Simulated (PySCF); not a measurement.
Species: C₂H₃NO.
SMILES: `[H]/N=C\C=O`

Torsions of this conformer, `[H]/[N:1]=[CH:2]\[CH:3]=[O:4]`: N1–C2–C3–O4 180°.

The closed-shell ground state was solved at several levels (PySCF, density fitting, gas phase, non-relativistic). Isolated species at its GFN2-xTB geometry (one conformer only).

| level | basis functions | HOMO (eV) | LUMO (eV) | gap (eV) | dipole (D) |
| --- | --- | --- | --- | --- | --- |
| PBE0/def2-SVPD | 107 | -7.85 | -2.70 | 5.15 | 1.69 |
| PBE0/pcSseg-1 | 83 | -7.75 | -2.58 | 5.17 | 1.71 |

Problem. What might B3LYP/pcJ-1 (138 basis functions) give for the same quantities?

Solution. HOMO -7.51 eV, LUMO -2.81 eV, gap 4.70 eV, dipole 1.70 D.

Problem. Over all these levels, which gives the widest orbital gap and which the narrowest?

Solution. PBE0/pcSseg-1 (global hybrid, 25 % exact exchange) has the widest, 5.17 eV, and B3LYP/pcJ-1 (global hybrid, 20 % exact exchange) the narrowest, 4.70 eV. Functional and basis both differ between the two, so the spread mixes both effects.

Problem. How far do the dipole and the HOMO energy spread over the levels?

Solution. The dipole runs from 1.69 to 1.71 D (mean 1.70 D) and the HOMO from -7.85 to -7.51 eV.
